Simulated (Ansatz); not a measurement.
**AlSiH (triplet): RPA-PBE over a scan of the angle Si1–Al2–H3, 6-31G**

Aim: run AlSiH (triplet) with these functionals over a scan of the angle Si1–Al2–H3, and hold them against the top wave-function level at the same points.

Program: Ansatz 0.2.0, Gaussian basis. Level of theory: 6-31G, all electrons in the functionals, frozen cores in the correlation of double hybrids and RPA. These are calculated values, not measurements.

The runs, in order: RPA-PBE, at 68.6°; 90.0°; 103.4°; 123.0°; 137.7°; 161.8°; 180.0°.

14 further runs of the same task are left out: 1 for a mislabelled method, 11 that didn't finish, 2 set aside as unsound or not needed.

## 1. The system

The geometry derives from a PBE0/def2-TZVP stationary point (not a proven minimum). One angle is set to the value named; bond lengths are kept.

3 atoms, charge 0, spin multiplicity 3.

Atoms are counted from 1 here; the program's logs count them from 0.

Bond lengths: Si1–Al2 2.333 Å, Al2–H3 1.599 Å. Angles: Si1–Al2–H3 180.0°.

As a file:

```xyz
3
AlHSi
Si    0.00000    0.00000    2.08860
Al    0.00000    0.00000   -0.24487
H     0.00000    0.00000   -1.84373
```

No dispersion term is added.

The geometry shown and the zero of energy belong to the point 180.0°. The yardstick, FCI, and other wave-function levels (R restricted, U unrestricted, valence and pair active spaces) come from earlier runs.

## 2. RPA-PBE, 68.6°

Contents of in.yaml:

```yaml
crystal:
  periodic: [false, false, false]
  atoms:
    - {symbol: Si, position_ang: [0.938445, 0.000000, 0.672554]}
    - {symbol: Al, position_ang: [-0.989229, 0.000000, -0.642415]}
    - {symbol: H, position_ang: [0.331592, 0.000000, -1.543418]}
basis:
  gaussian: {orbitals: 6-31G}
magnetization: {spin_polarized: true, initial_magnetization: 2}
hamiltonian: {xc: {name: PBE}}
correlation: {method: rpa, electrons: outside_noble_gas}
```

Command:

```console
$ ansatz run in.yaml --threads 1 --pin off --events-out ev --progress --plain --max-ram 2393MiB
```

Further steps of the session: RPA-PBE, 90.0°; RPA-PBE, 103.4°; RPA-PBE, 123.0°; RPA-PBE, 137.7°; RPA-PBE, 161.8°; RPA-PBE, 180.0°.

**Question.** What will the summary of the whole plan be? Wanted: span of the FCI curve; largest miss, RPA-PBE.

**Answer**, as computed:

| quantity | value |
| --- | --- |
| span of the FCI curve | 0.535 eV |
| largest miss, RPA-PBE | +0.071 eV (103.4°) |

**Reading.** RPA-PBE strays by up to 0.071 eV, at 103.4°. Functionals and the yardstick converge differently with the basis, so part of each miss in 6-31G is the basis.
